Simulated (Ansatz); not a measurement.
H2, charge +1, doublet, at the geometry of the source list (a state made from the parent by changing its charge; the spin is typed, not shown lowest); MP2/def2-SVP in Ansatz (a first-principles code).

Here is a job for Ansatz.
Ansatz 0.2 input:
```yaml
crystal:
  periodic: [false, false, false]
  atoms:
    - {symbol: H, position_ang: [0.00000000, 0.00000000, 0.36858300]}
    - {symbol: H, position_ang: [0.00000000, 0.00000000, -0.36858300]}
basis:
  gaussian:
    orbitals: def2-SVP
total_charge: 1
magnetization: {spin_polarized: true, initial_magnetization: 1}
correlation: {method: mp2}
```

The log (banner, timings and long lists left out):

```
Functional definition: HF
104 factors; integrals over basis functions are off by at most 2.4e-4 eV
mean field evaluation 1: about -15.0271 eV, gradient 6.0e0 eV
mean field evaluation 2: about -15.0271 eV, gradient 6.0e0 eV
mean field evaluation 4: about -15.3647 eV, gradient 1.6e-2 eV
mean field evaluation 8: about -15.3646 eV, gradient 3.4e-6 eV
mean field -15.36463209 eV, -0.5646398147 hartree, gradient 3.4e-6 eV, S^2 0.750000; 0 other end points of the search recorded, 0 dependent functions left out
reference -15.36463209 eV, -0.5646398147 hartree; 1, 0 occupied and 9, 10 virtual orbitals, 104 factors
second order 0.00000000 eV of doubles, -0.00000000 eV of singles
Total energy: -15.36463209 eV, -0.5646398147 hartree
```
